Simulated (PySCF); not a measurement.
Atom-mapped SMILES (the numbers label the heavy atoms): `[CH:1]#[C:2][C@H:3]([CH3:4])[F:5]`. Hydrogens are named by the atom that carries them.

Method: shielding tensors at PBE0/pcSseg-1 (GIAO), structure optimised with PBE0-D3(BJ)/def2-SVP, in PySCF 2.14.0 with density-fitted response routines (relativity neglected, a single conformation, fast rotation and ring inversion assumed for equivalent nuclei, no solvent model).

Shifts are taken against calculated references (same method and geometry level): TMS for ¹³C and ¹H; CFCl3 for ¹⁹F.

| atoms | nucleus | count | Hirshfeld charge | δ (ppm) |
| --- | --- | --- | --- | --- |
| C1 | ¹³C | 1 | -0.10 | 82.3 |
| C2 | ¹³C | 1 | -0.05 | 85.2 |
| F5 | ¹⁹F | 1 | -0.11 | -198.3 |
| H(C3) | ¹H | 1 | 0.05 | 5.08 |
| C4 | ¹³C | 1 | -0.12 | 24.5 |
| C3 | ¹³C | 1 | 0.08 | ? |
| H(C1) | ¹H | 1 | 0.10 | ? |
| H(C4) | ¹H | 3 | 0.05 | 1.49 |

Problem. Fill in the missing shifts.

Solution. 
- C3: 78.8 ppm, propargylic sp3 CH bonded to F; pulled downfield by the heteroatom
- H(C1): 2.50 ppm, hydrogen on a terminal alkyne carbon; it lies on the axis of the triple bond, in its shielding cone

Shifts are as computed. Against solution values, carbons near 30 ppm lie about +2 ppm off and those near 130 ppm about +5 ppm. Of 1211 compounds with measured shifts, 218 miss one by over three times the rms of a fit or turn the order of signals round; such compounds aren't used in these exercises. Unscaled 19F shifts against computed CFCl3 carry errors that often reach 10 to 50 ppm.
